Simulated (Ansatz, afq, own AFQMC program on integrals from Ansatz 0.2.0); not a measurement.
## CH₂Ge⁺, doublet: AFQMC among the cluster methods

```yaml
atoms:
  - { symbol: Ge, position_ang: [0.0000, 0.0000, 0.3030] }
  - { symbol: C, position_ang: [0.0000, 0.0000, -1.4834] }
  - { symbol: H, position_ang: [0.0000, -0.9122, -2.0790] }
  - { symbol: H, position_ang: [0.0000, 0.9122, -2.0790] }
```

Connectivity, by distances: Ge–CH2.

Basis cc-pVTZ. Only valence electrons are correlated. Integrals, coupled cluster, full CI and functionals: Ansatz 0.2.0; the random walks run on the same integrals in our own AFQMC program. ph-AFQMC/CISD is guided by a CISD state made of CCSD amplitudes; releasing the constraint for a short imaginary time cuts its bias at the price of noise, slowly where states lie close. Uncertainties: one standard error, sampling alone. No spin–orbit coupling.

Determinant: UHF, the one that the program's search chose, which needn't be the lowest solution. The geometry is a PBE0/def2-TZVP stationary point of this or a neighbouring charge and spin state.

No full CI on the walks' own integrals is used here; CCSDT(Q) serves as the reference and is uncertain by about the last step of the cluster series.

Cautions: no relativity below Rb; no spin-orbit coupling; inner d shell frozen.

- T1 diagnostic: 0.0129
- weight of the determinant in the CISD state: 0.891
- ⟨S²⟩ of the determinant: 0.758
- size of the correlated space: 9 electrons in 86 orbitals

```tsv
level	correlation energy (eV)
MP2	-5.4947
CCSD	-6.2778
CCSD(T)	-6.4952
```

Estimate where AFQMC with the constraint released lies against CCSD(T) on the same integrals.

1.24 ± 0.14 mEh below CCSD(T).

Reference: CCSDT(Q), correlation energy -6.528 eV. The released energy is read at 2.40 1/Eh (meV from the phaseless value at times in 1/Eh: -2 ± 4 at 0.24, -7.6 ± 2.1 at 0.51, -7.1 ± 2.4 at 0.99, -13 ± 3 at 1.62, -12 ± 4 at 2.40).

```
         level  E − E(reference) (mEh)  share of correlation (%)
       CCSD(T)                    1.21                     99.49
         CCSDT                    0.35                     99.86
 ph-AFQMC/CISD             0.42 ± 0.18                     99.82
released AFQMC            -0.03 ± 0.14                    100.01
```

A walk keeps the symmetry of its determinant, which the program's search chose and which needn't be the lowest solution, so a lower state of the same spin and another symmetry isn't excluded. Released energies are given only where the last usable release times agree within the noise; a slower fall can still hide under it.
